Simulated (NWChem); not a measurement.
**Basis-set convergence for chlorine (Cl2)**

```xyz
2

Cl     0.0000     0.0000     1.0128
Cl     0.0000     0.0000    -1.0128
```
Charge 0, spin multiplicity 1.

Program: NWChem. Structure: optimised with PBE0/def2-SVP, a minimum by its harmonic frequencies.

Quantity: vertical ionisation energy at the level ΔCCSD(T) (Δ: difference of total energies, the cation a doublet at the parent's geometry with its hole in an orbital of symmetry b2g (D2h labels); it is the state that the SCF runs reached, from PBE0 orbitals for Hartree-Fock references, and need not be the lowest).

The correlated methods keep 10 core orbitals frozen. The Pople sets run with spherical d functions. No SCF solution was tested for a lower state. Open-shell Hartree-Fock references start from PBE0 orbitals; any time given for them includes that run.

Relative cost: rough, from shared machines, SCF included, 3-21G = 1.

**Question.** In aug-cc-pVTZ the value is 11.54 eV. Among 3-21G, 6-31G*, pcseg-1, cc-pVDZ, def2-SVP, 6-31+G*, aug-pcseg-1, 6-311++G**, def2-TZVP, which is the smallest basis within 0.2 eV of it?

**Answer.** 3-21G, with 26 functions against 100 and about 20 % of the time (also within reach: pcseg-1, aug-pcseg-1, def2-TZVP). aug-cc-pVTZ isn't the basis-set limit itself, and a small set can land close by cancellation.

| basis | functions | vertical ionisation energy (eV) | relative cost |
|---|---|---|---|
| 3-21G | 26 | 11.42 | 1 |
| 6-31G* | 36 | 11.25 | under 3 |
| pcseg-1 | 36 | 11.36 | under 3 |
| cc-pVDZ | 36 | 11.27 | under 3 |
| def2-SVP | 36 | 11.19 | under 3 |
| 6-31+G* | 44 | 11.25 | under 3 |
| aug-pcseg-1 | 54 | 11.40 | under 3 |
| 6-311++G** | 60 | 11.25 | under 3 |
| def2-TZVP | 74 | 11.47 | 3 |
| aug-cc-pVTZ | 100 | 11.54 | 6 |
